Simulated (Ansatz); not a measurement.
All numbers were calculated with Ansatz.

Basis-set series for C4H4O2, SMILES `O=C1C=CCO1`. Total charge 0; spin multiplicity 1. The geometry is a stationary point of PBE0-D4/def2-TZVP.

| functional | basis | functions | energy (Eh) | HOMO (eV) | LUMO (eV) |
| --- | --- | --- | --- | --- | --- |
| PBE0-D4 | def2-TZVPP | 242 | -305.05510 | -8.02 | -1.38 |
| PBE0-D4 | def2-QZVPP | 462 | -305.07121 | -8.06 | -1.42 |
| ωB97M-V | def2-TZVPP | 242 | -305.29133 | -10.46 | 0.78 |
| ωB97M-V | def2-QZVPP | 462 | -305.30656 | -10.50 | 0.72 |

Q: Give the rows for def2-SVP. (Estimate.)

A: The calculation gave: 
| functional | basis | functions | energy (Eh) | HOMO (eV) | LUMO (eV) |
| --- | --- | --- | --- | --- | --- |
| PBE0-D4 | def2-SVP | 104 | -304.70868 | -7.88 | -1.29 |
| ωB97M-V | def2-SVP | 104 | -304.93349 | -10.31 | 0.93 |

Positive LUMOs are unbound and depend on the basis.
